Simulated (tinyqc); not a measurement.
Extended Hueckel theory, for CO+, step by step. The parameters take no account of the charge, which enters only through the electron count. One step of it, computed by the program tinyqc.

Question. Mulliken analysis. P = C n C^T; charge = valence electrons (C 4, O 6) minus the sum of (P S)_ii on the atom; overlap population = 2 sum P_ij S_ij between two atoms.

coefficients:
```
             MO1        MO2        MO3       MO4        MO5        MO6        MO7        MO8
1C 2s   0.356560  -0.585284   0.000000  0.000000   0.434872   0.000000   0.000000  -1.174375
1C 2px  0.000000   0.000000   0.429370  0.111085   0.000000   0.112893   0.938655   0.000000
1C 2py  0.000000   0.000000  -0.111085  0.429370   0.000000   0.938655  -0.112893   0.000000
1C 2pz  0.149869   0.389325   0.000000  0.000000  -0.568456   0.000000   0.000000  -1.275974
2O 2s   0.714717   0.289807   0.000000  0.000000   0.103671   0.000000   0.000000   1.390984
2O 2px  0.000000   0.000000   0.752772  0.194754   0.000000  -0.083239  -0.692093   0.000000
2O 2py  0.000000   0.000000  -0.194754  0.752772   0.000000  -0.692093   0.083239   0.000000
2O 2pz  0.023981   0.591964   0.000000  0.000000   0.694559   0.000000   0.000000  -0.888510
```

occupations: 2.000000  2.000000  2.000000  2.000000  1.000000  0.000000  0.000000  0.000000

overlap S:
```
            1C 2s    1C 2px    1C 2py     1C 2pz     2O 2s    2O 2px    2O 2py     2O 2pz
1C 2s    1.000000  0.000000  0.000000   0.000000  0.459362  0.000000  0.000000  -0.344824
1C 2px   0.000000  1.000000  0.000000   0.000000  0.000000  0.288103  0.000000   0.000000
1C 2py   0.000000  0.000000  1.000000   0.000000  0.000000  0.000000  0.288103   0.000000
1C 2pz   0.000000  0.000000  0.000000   1.000000  0.526607  0.000000  0.000000  -0.283082
2O 2s    0.459362  0.000000  0.000000   0.526607  1.000000  0.000000  0.000000   0.000000
2O 2px   0.000000  0.288103  0.000000   0.000000  0.000000  1.000000  0.000000   0.000000
2O 2py   0.000000  0.000000  0.288103   0.000000  0.000000  0.000000  1.000000   0.000000
2O 2pz  -0.344824  0.000000  0.000000  -0.283082  0.000000  0.000000  0.000000   1.000000
```

Give: charges; Overlap populations.

Answer.

charges: 1C 0.608, 2O 0.392

Overlap populations:
```
pair     value
2-1   1.610342
```
